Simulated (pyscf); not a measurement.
`[SiH2]=[S]` + `[H][H]` -> `[SiH2]=[S]` + `[H][H]` (four-centre exchange; singlet surface; H–Si, H–H broken, H–Si, H–H formed). Single points on ωB97X-D3(BJ)/def2-SVP structures (PySCF, gas phase). Energies in kcal/mol from the separated reactants.

| level | barrier | reaction energy |
|---|---|---|
| ωB97X-D3(BJ)/def2-TZVP | 33.3 | 0.0 |
| PBE/def2-TZVP | 27.0 | 0.0 |
| r²SCAN/def2-TZVP | 28.0 | 0.0 |
| B3LYP-D3(BJ)/def2-TZVP | ___ | 0.0 |
| M06-2X/def2-TZVP | ___ | 0.0 |
| ωB97M-D3(BJ)/def2-TZVP | 32.8 | 0.0 |

Question: Fill in the missing entries.

Answer: 
- B3LYP-D3(BJ)/def2-TZVP, barrier: 33.6
- M06-2X/def2-TZVP, barrier: 34.8

The functionals in the table span 7.8 kcal/mol in this barrier, from PBE to M06-2X. At the saddle there is also a short H–Si contact that neither side keeps. The same reactants have a lower exit, to H₃Si–SH (barrier +21.7 kcal/mol at ωB97M-D3(BJ)/def2-TZVP, against +32.8 kcal/mol here). This is the saddle that the search found; another between the same sides may lie lower.
